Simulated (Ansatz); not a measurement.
**[PH4]+ (phosphonium) at 6 levels**

We compute a comparison of 6 runs (PBE0/3-21G, UPBE0/3-21G, RPA@PBE/3-21G, BCCD(T)/3-21G, CCSDTQ/3-21G, CCSD/3-21G) of [PH4]+ (phosphonium). 

Program for the calculation: Ansatz 0.2.0.

### 1 Starting point

[PH4]+ has 5 atoms, charge +1, and is taken as a singlet. SMILES: `[PH4+]`. The H3–P1 distance was set to 1.719 Å, away from the relaxed value.

Bond lengths: P1–H2 1.375 Å, P1–H4 1.375 Å, P1–H5 1.375 Å. Angles: H2–P1–H4 109.5°, H2–P1–H5 109.5°, H4–P1–H5 109.5°.

### 2 A single-point energy at PBE0/3-21G (run 1)

Contents of job.yaml:

```yaml
crystal:
  periodic: [false, false, false]
  atoms:
    - symbol: P
      position_ang: [0.154283, 0.253976, -0.172665]
    - symbol: H
      position_ang: [1.511763, 0.192646, 0.037735]
    - symbol: H
      position_ang: [-0.617320, -1.016050, 0.691010]
    - symbol: H
      position_ang: [-0.107557, 0.120226, -1.516055]
    - symbol: H
      position_ang: [-0.323947, 1.465116, 0.269115]
basis:
  gaussian: {orbitals: 3-21G.json}
total_charge: 1
hamiltonian: {xc: pbe0}
accuracy: high
```

The basis set 3-21G is read from a file made from the Basis Set Exchange's data (not shown).

Command:

```
$ ansatz run job.yaml --threads 1 --pin off --max-ram 2610MiB --events-out events.jsonl --progress --plain --runs-dir runs
```

The program printed:

```text
Warning: RAYON_NUM_THREADS=1 ignored (pool sized by the plan → 1); use --threads N
Functional definition: PBE0
  name "PBE0"
  parameter a = 0.25
  parameter kappa = 0.804
  parameter beta = 0.06672455060314922
  exchange = (1 - a)*pbe_x(kappa = kappa, mu = beta*pi^2/3) + a*exact_x
  correlation = pbe_c(beta = beta)
419 factors; integrals over basis functions are off by at most 4.0e-9 eV
mean field evaluation 1: about -9291.9840 eV, gradient 1.6e1 eV
mean field evaluation 2: about -9292.2136 eV, gradient 1.4e1 eV
mean field evaluation 4: about -9292.9096 eV, gradient 1.7e-1 eV
mean field evaluation 8: about -9292.8830 eV, gradient 2.7e-4 eV
mean field -9292.88301328 eV, -341.5071517957 hartree, gradient 3.3e-8 eV, S^2 0.000000; 0 other end points of the search recorded, 0 dependent functions left out
reference -9292.88301473 eV, -341.5071518491 hartree; 9, 9 occupied and 12, 12 virtual orbitals, 419 factors
Total energy: -9292.88301473 eV, -341.5071518491 hartree
```

Wall time 0.73 s (1 thread of AMD EPYC 7R43 (Zen 3), shared host).

### 3 A single-point energy at UPBE0/3-21G (run 2)

Contents of in.yaml:

```yaml
basis:
  gaussian: {orbitals: 3-21G.json}
crystal:
  periodic: [false, false, false]
  atoms:
    - {symbol: P, position_ang: [0.154283, 0.253976, -0.172665]}
    - {symbol: H, position_ang: [1.511763, 0.192646, 0.037735]}
    - {symbol: H, position_ang: [-0.617320, -1.016050, 0.691010]}
    - {symbol: H, position_ang: [-0.107557, 0.120226, -1.516055]}
    - {symbol: H, position_ang: [-0.323947, 1.465116, 0.269115]}
total_charge: 1
magnetization: {spin_polarized: true}
hamiltonian: {xc: pbe0}
accuracy: high
```

The basis set 3-21G is read from a file made from the Basis Set Exchange's data (not shown).

Command:

```
$ ansatz run in.yaml --threads 1 --pin off --max-ram 2610MiB --events-out events.jsonl --progress --plain --runs-dir runs
```

The program printed:

```text
Warning: RAYON_NUM_THREADS=1 ignored (pool sized by the plan → 1); use --threads N
Functional definition: PBE0
  name "PBE0"
  parameter a = 0.25
  parameter kappa = 0.804
  parameter beta = 0.06672455060314922
  exchange = (1 - a)*pbe_x(kappa = kappa, mu = beta*pi^2/3) + a*exact_x
  correlation = pbe_c(beta = beta)
419 factors; integrals over basis functions are off by at most 4.0e-9 eV
mean field evaluation 1: about -9291.9840 eV, gradient 1.2e1 eV
mean field evaluation 2: about -9292.2136 eV, gradient 1.0e1 eV
mean field evaluation 4: about -9292.9096 eV, gradient 1.2e-1 eV
mean field evaluation 8: about -9292.8830 eV, gradient 1.9e-4 eV
mean field -9292.88301328 eV, -341.5071517957 hartree, gradient 2.3e-8 eV, S^2 0.000000; 0 other end points of the search recorded, 0 dependent functions left out
reference -9292.88301473 eV, -341.5071518491 hartree; 9, 9 occupied and 12, 12 virtual orbitals, 419 factors
Total energy: -9292.88301473 eV, -341.5071518491 hartree
```

Run time: 1.1 s. Hardware: 1 thread of AMD EPYC 7R43 (Zen 3), shared host; peak memory 0.13 GiB.

Runs 3 to 5 aren't shown in full; the table further down has their settings and results.

### 4 A single-point energy at CCSD/3-21G (run 6)

Contents of run.yaml:

```yaml
crystal:
  periodic: [false, false, false]
  atoms:
    - symbol: P
      position_ang: [0.154283, 0.253976, -0.172665]
    - symbol: H
      position_ang: [1.511763, 0.192646, 0.037735]
    - symbol: H
      position_ang: [-0.617320, -1.016050, 0.691010]
    - symbol: H
      position_ang: [-0.107557, 0.120226, -1.516055]
    - symbol: H
      position_ang: [-0.323947, 1.465116, 0.269115]
basis:
  gaussian: {orbitals: 3-21G.json}
total_charge: 1
scf: {omitted_lower_state_checks: [cluster_reference, increment]}
accuracy: high
correlation: {method: ccsd, frozen_orbitals: {H: 0, P: 5}}
```

The basis set 3-21G is read from a file made from the Basis Set Exchange's data (not shown).

Command:

```
$ ansatz run run.yaml --threads 1 --pin off --max-ram 2610MiB --events-out events.jsonl --progress --plain --runs-dir runs
```

The program printed:

```text
Warning: RAYON_NUM_THREADS=1 ignored (pool sized by the plan → 1); use --threads N
[... 11 lines left out ...]
5 core orbitals not correlated: weight in the atoms' cores, before any rotation towards them, 1.000 or more for the frozen orbitals, at most 0.000 for the correlated occupied ones
[... 19 lines left out ...]
Total energy: -9281.00192825 eV, -341.0705299740 hartree
Checks for a lower state left out: cluster_reference, increment
```

Wall time 0.18 s (1 thread of AMD EPYC 7R43 (Zen 3), shared host).

### 5 The series

| run | level | frozen core orbitals | energy (Eh) | wall time |
| --- | --- | --- | --- | --- |
| 1 | PBE0/3-21G | – | -341.507152 | 0.73 s |
| 2 | UPBE0/3-21G | – | -341.507152 | 1.1 s |
| 3 | RPA@PBE/3-21G | 5 | -341.121232 | 0.93 s |
| 4 | BCCD(T)/3-21G | 5 | -341.071607 | 0.22 s |
| 5 | CCSDTQ/3-21G | 5 | -341.071937 | 4.2 s |
| 6 | CCSD/3-21G | 5 | -341.070530 | 0.18 s |

### 6 Outcome

```
                                          quantity          value
                               run 6: total energy  -341.07053 Eh
run 6: correlation energy (5 core orbitals frozen)     -101.1 mEh
                              run 6: T1 diagnostic          0.006
```

All runs together took 7.4 s, the longest 4.2 s.
